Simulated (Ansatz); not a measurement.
A nudged elastic band was laid between two geometries of C₂H₈Si (11 atoms, charge 0, multiplicity 1).

Level of theory: UKS PBE-D4/def2-SVP in Ansatz 0.2.0.

| Property | Result |
| --- | --- |
| movable images | 5 |
| climbing image | yes |
| spring | 5.0 eV/Å² |
| optimiser | quadratic models (default) |
| start path | through a guess of the saddle point |
| force threshold | 0.05 eV/Å |
| iteration limit | 60 |
| end points | relaxed |

Image 0:

```xyz
11
Properties=species:S:1:pos:R:3
Si -0.719 -0.115 -0.112
C 0.580 -1.487 -0.024
H -1.420 -0.167 -1.447
H -1.763 -0.340 0.955
C 0.066 1.590 0.124
H 0.117 -2.486 -0.155
H 1.346 -1.361 -0.817
H 1.100 -1.480 0.956
H 0.825 1.789 -0.659
H -0.698 2.392 0.069
H 0.566 1.665 1.111
```

Image 6:

```xyz
11
Properties=species:S:1:pos:R:3
Si -1.367 0.558 -0.510
C 0.547 -1.710 -0.301
H -0.179 -1.121 -0.935
H -1.742 -0.048 0.865
C -0.061 1.781 0.191
H 0.000 -2.553 0.157
H 1.322 -2.074 -1.001
H 1.003 -1.075 0.479
H 0.567 2.248 -0.594
H -0.676 2.598 0.643
H 0.585 1.396 1.007
```

**Question.** Which bonds break or form, and what moves?

**Answer.** Bonds broken: Si1–C2, Si1–H3. Bonds formed: C2–H3. C2H8Si becomes CH4 + CH4Si.

**Question.** Give the energies along the band, and the barrier.

**Answer.** It converged. The highest image is number 4 of 0 to 6, 276.7 kJ/mol above the first end and 65.8 kJ/mol above the last; the last end lies 210.9 kJ/mol above the first. Neighbouring images differ by up to 1.4 eV, so the band resolves the path poorly. A vibrational analysis at the climbing image gives one clearly imaginary mode, 1091i cm⁻¹: a first-order saddle point. The orbitals stay closed-shell, which can raise the energy where a bond breaks towards radicals; this wasn't checked here.

```csv
image,path coordinate (Å),energy (kJ/mol),Si1–C2 (Å),Si1–H3 (Å),C2–H3 (Å)
0,0.00,0.0,1.89,1.51,2.79
1,0.52,2.0,1.89,1.51,2.76
2,1.03,35.6,1.88,1.49,2.42
3,1.55,168.0,2.00,1.46,1.95
4,2.06,276.7,2.30,1.54,1.53
5,2.79,213.6,2.78,1.96,1.14
6,3.52,210.9,2.97,2.10,1.13
```

**Question.** What is the geometry of the highest image?

**Answer.** 
```xyz
11
Properties=species:S:1:pos:R:3
Si -1.169 0.201 -0.291
C 0.470 -1.411 -0.189
H -0.548 -0.876 -1.201
H -1.728 -0.436 0.961
C 0.020 1.616 0.190
H 0.009 -2.357 0.143
H 1.138 -1.580 -1.056
H 1.041 -0.926 0.624
H 0.755 1.787 -0.623
H -0.557 2.556 0.308
H 0.570 1.426 1.134
```

Time of the run: 79 s on 2 threads of Intel(R) Xeon(R) Platinum 8488C (Sapphire Rapids), on a shared host, peak memory 0.16 GiB.
